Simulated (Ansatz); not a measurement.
```yaml
crystal:
  periodic: [false, false, false]
  atoms:
    - {symbol: B, position_ang: [-1.769429, -0.563676, -0.005735]}
    - {symbol: Si, position_ang: [-0.208404, 0.358633, 0.004447]}
    - {symbol: F, position_ang: [1.299095, -0.301485, -0.004410]}
    - {symbol: H, position_ang: [0.299323, 1.735460, 0.020736]}
basis:
  gaussian: {orbitals: def2-TZVP}
magnetization: {spin_polarized: true, initial_magnetization: 3}
hamiltonian: {xc: pbe0}
relax: {f_tol: 0.004, max_steps: 80}
```

```sh
$ ansatz run in.yaml --threads 1 --pin off --events-out ev --progress --plain --max-ram 2176MiB
```

Steps of the relaxation (energy above the last step; positions in Å, forces in eV/Å):

```
4
step 1, 129.4 meV
B    -1.769   -0.564   -0.006   -0.622   -0.221   -0.002
Si   -0.208    0.359    0.004    2.384   -0.345   -0.006
F     1.299   -0.301   -0.004   -1.261    0.086    0.002
H     0.299    1.735    0.021   -0.500    0.479    0.006
```

```
4
step 2, 32.2 meV
B    -1.758   -0.541   -0.005   -0.307   -0.081   -0.001
Si   -0.162    0.352    0.004    1.462   -0.291   -0.004
F     1.304   -0.362   -0.005   -0.950    0.361    0.005
H     0.236    1.780    0.021   -0.204    0.011    0.000
```

```
4
step 3, 0.9 meV
B    -1.754   -0.522   -0.005    0.015    0.028    0.000
Si   -0.122    0.340    0.004   -0.205    0.109    0.001
F     1.295   -0.375   -0.005    0.204   -0.079   -0.001
H     0.202    1.787    0.021   -0.013   -0.058   -0.001
```

```
4
step 6, 0.0 meV
B    -1.757   -0.518   -0.005   -0.001    0.001    0.000
Si   -0.124    0.338    0.004    0.001    0.000    0.000
F     1.302   -0.374   -0.005    0.000    0.001    0.000
H     0.199    1.783    0.021    0.000   -0.002    0.000
```

Close pairs at the end: Si2–H4 1.480 Å, Si2–F3 1.594 Å, B1–Si2 1.845 Å.

A stationary point of unrestricted PBE0 after 6 steps, with ⟨S²⟩ = 3.752 against 3.75 for a pure state; no frequencies were run, so it isn't proven a minimum. 21 s on 1 thread of Intel Xeon Platinum 8488C, shared host.
